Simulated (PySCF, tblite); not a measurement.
# C₅H₄S− (doublet): geometry, infrared bands and EPR parameters

Aim: predict the infrared bands and EPR parameters of C₅H₄S− (doublet) (`C#C/C=C/[CH][S-]`).

Computed with tblite 0.8.0 and PySCF 2.14.0, with density-fitted response routines of our own, on a single molecule in the gas phase. Atoms count from 0, in the outputs and in this text.

## (1) The starting structure

10 atoms, charge -1, multiplicity 2; geometry from: force field or distance geometry start.

Bonds of the start (Å): C0–C1 1.19, C1–C2 1.43, C2–C3 1.33, C3–C4 1.44, C4–S5 1.70, C0–H6 1.07, C2–H7 1.09, C3–H8 1.10, C4–H9 1.08.

## (2) Optimising the geometry with GFN2-xTB

The job: settings as JSON, then the geometry in Å.

```
{"job": {"kind": "relax", "xc": "GFN2-xTB", "basis": "xTB"}, "charge": -1, "multiplicity": 2}
C     -2.752900    -0.605700    -0.418800
C     -1.689600    -0.092900    -0.265700
C     -0.401500     0.498400    -0.060600
C      0.719200    -0.209800    -0.096400
C      2.018300     0.372400     0.112200
S      3.396500    -0.620800     0.055100
H     -3.709200    -1.059400    -0.566700
H     -0.366900     1.577500     0.109400
H      0.687000    -1.294600    -0.256400
H      2.107800     1.439500     0.281900
```

Started as:

```sh
$ OMP_NUM_THREADS=1 python probes_run.py task.json out
```

The driver reads the jobs from task.json and runs them one after another.

The log of the run:

```text
step      E/eV     max force
  0    -437.57565    3.677
  1    -437.54334    6.150
  2    -437.74205    1.707
  3    -437.77222    0.846
  4    -437.78544    0.299
  5    -437.79131    0.229
  6    -437.79729    0.168
  7    -437.79909    0.139
  8    -437.80096    0.135
  9    -437.80201    0.137
 10    -437.80249    0.067
 11    -437.80271    0.053
 12    -437.80294    0.057
 13    -437.80315    0.067
 14    -437.80326    0.036
 15    -437.80331    0.022
 16    -437.80336    0.030
 17    -437.80342    0.047
 18    -437.80349    0.044
 19    -437.80356    0.031
 20    -437.80364    0.035
 21    -437.80377    0.052
 22    -437.80395    0.073
 23    -437.80409    0.055
 24    -437.80415    0.017
 25    -437.80417    0.016
 26    -437.80419    0.024
 27    -437.80423    0.044
 28    -437.80429    0.050
 29    -437.80435    0.035
 30    -437.80438    0.013
 31    -437.80440    0.014
 32    -437.80442    0.025
 33    -437.80445    0.028
 34    -437.80447    0.017
 35    -437.80447    0.007
```

Wall time 0.15 s (1 thread of Arm Neoverse V1, shared host).

Step by step: (not every step is listed) (the energy doesn't fall at every step)

```
step  energy from step 0 (eV)  largest force (eV/Å)
   0                   0.0000                3.6767
   1                   0.0323                6.1495
   2                  -0.1664                1.7074
   3                  -0.1966                0.8458
   4                  -0.2098                0.2988
   5                  -0.2157                0.2292
   6                  -0.2216                0.1677
   7                  -0.2234                0.1394
   8                  -0.2253                0.1353
  10                  -0.2268                0.0675
  12                  -0.2273                0.0566
  14                  -0.2276                0.0360
  16                  -0.2277                0.0305
  18                  -0.2278                0.0439
  20                  -0.2280                0.0351
  22                  -0.2283                0.0731
  24                  -0.2285                0.0175
  26                  -0.2285                0.0244
  28                  -0.2286                0.0505
  30                  -0.2287                0.0132
  31                  -0.2287                0.0137
  32                  -0.2288                0.0250
  33                  -0.2288                0.0283
  34                  -0.2288                0.0175
  35                  -0.2288                0.0073
```

Distances of close pairs at the start and the end, largest changes first:

```
 bond  before (Å)  after (Å)  change (Å)
C3–C4       1.439      1.377      -0.061
C2–C3       1.326      1.388      +0.061
C1–C2       1.432      1.383      -0.049
C0–C1       1.190      1.212      +0.021
C0–H6       1.069      1.050      -0.019
C3–H8       1.097      1.085      -0.012
C2–H7       1.093      1.086      -0.007
C4–S5       1.700      1.694      -0.006
```

The final coordinates are the input of the step that follows.

## (3) Vibrational analysis with GFN2-xTB

The job: settings as JSON, then the geometry in Å.

```
{"job": {"kind": "ir", "xc": "GFN2-xTB", "basis": "xTB"}, "charge": -1, "multiplicity": 2}
C     -2.772925    -0.577870    -0.419429
C     -1.675513    -0.090721    -0.256752
C     -0.431095     0.483612    -0.068837
C      0.756991    -0.232849    -0.087655
C      2.003145     0.324083     0.096850
S      3.461188    -0.537834     0.075907
H     -3.717473    -1.013174    -0.560940
H     -0.401669     1.555300     0.103669
H      0.704871    -1.302321    -0.260799
H      2.081364     1.396428     0.271860
```

The log of the run:

```text
mode    cm-1     km/mol
  1     106.2      2.26
  2     133.1      1.47
  3     192.8      0.07
  4     252.1     18.39
  5     253.9      1.78
  6     377.2      2.13
  7     462.1      5.38
  8     489.2      4.85
  9     636.2      7.59
 10     660.8      4.65
 11     707.4      0.12
 12     917.7     17.90
 13     940.8      9.41
 14    1073.6      1.32
 15    1184.7     12.01
 16    1242.2      4.98
 17    1266.1      8.38
 18    1364.4     51.45
 19    1516.7     15.50
 20    2181.1    247.25
 21    2928.2     91.85
 22    2990.2    112.24
 23    3033.8     80.97
 24    3367.7     10.17
```

It took 0.21 s on 1 thread of Arm Neoverse V1, shared host.

Which atoms move in the most intense modes:

```
cm⁻¹  km/mol                               atoms
 252    18.4  H6 28 %, C1 20 %, C2 18 %, C4 13 %
 918    17.9                    C4 56 %, S5 23 %
1364    51.5                    C2 37 %, C4 34 %
1517    15.5           C3 51 %, C2 23 %, C4 14 %
2181   247.2                    C1 60 %, C0 31 %
2928    91.8                             H9 92 %
2990   112.2                             H7 92 %
3034    81.0                             H8 92 %
```

## (4) EPR parameters: B3LYP/pcH-1

Same as in step 3 but for these lines:

```diff
@@ -1,2 +1,2 @@
-{"job": {"kind": "ir", "xc": "GFN2-xTB", "basis": "xTB"}, "charge": -1, "multiplicity": 2}
+{"job": {"kind": "epr", "basis": "pcH-1"}, "charge": -1, "multiplicity": 2}
 C     -2.772925    -0.577870    -0.419429
```

With the program's defaults for keys left out, this is: UKS B3LYP, pcH-1 on C H S, non-relativistic, mean-field spin-orbit, GIAO.

The log of the run:

```text
UKS, coarse grid
  cycle   1  E = -591.01812921  |g| = 3.53e-01
  cycle   2  E = -591.02891819  |g| = 3.48e-01
  cycle   3  E = -591.09635978  |g| = 8.23e-02
  cycle   4  E = -591.09815832  |g| = 5.31e-02
  cycle   5  E = -591.09959511  |g| = 1.46e-02
  cycle   6  E = -591.09969271  |g| = 6.20e-03
  cycle   7  E = -591.09972242  |g| = 1.67e-03
  cycle   8  E = -591.09972703  |g| = 1.25e-03
  cycle   9  E = -591.09972784  |g| = 4.77e-04
UKS, final grid
  cycle   1  E = -591.09976473  |g| = 7.16e-04
  cycle   2  E = -591.09976411  |g| = 1.33e-03
  cycle   3  E = -591.09976507  |g| = 1.02e-04
  cycle   4  E = -591.09976509  |g| = 7.23e-05
  cycle   5  E = -591.09976510  |g| = 4.52e-05
  cycle   6  E = -591.09976510  |g| = 1.28e-05
E = -591.09976510 Eh   <S^2> = 0.7612 (exact 0.7500)
g shifts (ppm)      1          2          3
  rmc          -174       -174       -174
  gc             -7         32         39
  oz_so         -85       6226      19851
  total        -267       6084      19716
hyperfine (MHz)  atom isotope    a_iso     a_fc   dipolar eigenvalues
    0   13C      19.71      19.72    -19.64    -15.32     34.95
    1   13C     -29.90     -29.91     -7.30     -1.59      8.89
    2   13C      26.76      26.82    -28.14    -27.40     55.53
    3   13C     -17.03     -16.97     -3.36     -0.53      3.89
    4   13C      17.33      16.95    -22.08    -20.66     42.74
    5   33S       7.43       6.68    -32.75    -30.91     63.66
    6    1H     -19.49     -19.50     -9.65      0.31      9.34
    7    1H     -23.09     -23.07    -11.23     -1.46     12.69
    8    1H      -0.95      -0.95     -3.36     -0.70      4.06
    9    1H     -16.51     -16.61     -8.26     -2.76     11.02
```

It took 39 s on 1 thread of Arm Neoverse V1, shared host; peak memory 0.61 GiB.

Principal g values 2.00205, 2.00840, 2.02204; g(iso) = 2.01083, against 2.00232 for a free electron.

Hyperfine couplings, nucleus by nucleus at this fixed geometry (no averaging over rotations):

```
nuclei  isotope  a(iso) (MHz)  a(iso) (G, at g = 2.0023)  largest dipolar term (MHz)
    C1      13C         -29.9                      -10.7                         8.9
    C2      13C          26.8                        9.5                        55.5
    H7       1H         -23.1                       -8.2                        12.7
    C0      13C          19.7                        7.0                        35.0
    H6       1H         -19.5                       -7.0                        -9.6
    C4      13C          17.3                        6.2                        42.7
    C3      13C         -17.0                       -6.1                         3.9
    H9       1H         -16.5                       -5.9                        11.0
    S5      33S           7.4                        2.7                        63.7
    H8       1H          -1.0                       -0.3                         4.1
```

Mulliken spin populations:

```
atom  value (e)
  C0       0.26
  C1      -0.09
  C2       0.33
  C3      -0.01
  C4       0.21
  S5       0.35
  H6      -0.01
  H7      -0.02
  H8       0.00
  H9      -0.01
```

In first order the couplings over 0.8 MHz of 1H give 16 distinct lines over 21.4 G.

The fields below are evaluated on a grid from the run's orbitals.

ELF in a plane through or near 10 of the atoms.

Ten even steps from ' ' (0.00) to '@' (1.00):
```
                                                        
                                                        
                                                        
                          ++**==                        
              ..====    ==@@@@@@                        
              **@@@@==  **@@@@@@..    ....              
              ##@@@@%%  ++@@@@@@....--====::            
              ++@@@@%%  ::##%%**====**##**==..          
      --++==  ::%%@@**::--++==..%%==##%%**++--..        
    ::**##%%++--++++--##**@@--++++****====%%%%##::      
    --##%%@@##**%%..**####****==**--%%==::@@@@@@**      
    --##@@@@::::##++++**--**::  ++##%%==**@@@@@@##      
    ::++%%####++==--..++@@@@++  --**##****%%@@@@==      
    ..--**##==++%%==  ++@@@@%%    --++==--==++--        
      ..--**%%@@@@++  --@@@@%%    ..::::..              
        ..==##%%%%++    ##%%==                          
          ..++****--      ..                            
            ..::::                                      
                                                        
                                                        
```
The map spans 12.9 Å across and 8.4 Å up, centred on the molecule. Atoms in the plane (x, y in Å): C0 (2.8, -0.2), C1 (1.7, 0.1), C2 (0.4, 0.5), C3 (-0.7, -0.3), C4 (-2.0, 0.0), S5 (-3.4, -1.0), H6 (3.8, -0.5), H7 (0.2, 1.6), H8 (-0.5, -1.4), H9 (-2.3, 1.1).

On the surface of density 0.002 e/bohr³ the electrostatic potential runs, from the 1st to the 99th percentile, from -5.33 V near S5 to -1.70 V near H6.

The spin density lies nearest to S5 29 %; C2 20 %; C0, C4 about 16 % each.

## (5) What came out

| quantity | value |
| --- | --- |
| strongest single infrared mode (GFN2-xTB) | 2181 cm⁻¹, 247 km/mol |
| zero-point energy (GFN2-xTB) | 40.4 kcal/mol |
| g(iso) (B3LYP) | 2.01083 |
| ⟨S²⟩ | 0.761 (exact 0.75) |
| largest a(iso) | 13C on C1, -29.9 MHz |

In words: The optimisation took 35 steps and gained 0.229 eV; among the close pairs (by a distance rule), C3–C4 changed most, from 1.439 to 1.377 Å. No mode is imaginary among the 24: a minimum at this level. The strongest single mode, at 2181 cm⁻¹, moves mainly C1 and C0. Unscaled tight-binding wavenumbers are off by several per cent, some by more. Its intensities can rank the bands wrongly. The largest spin populations lie on S5 (0.35 e), C2 (0.33 e), C0 (0.26 e). The isotropic g lies 8.5 ppt above the free-electron value.
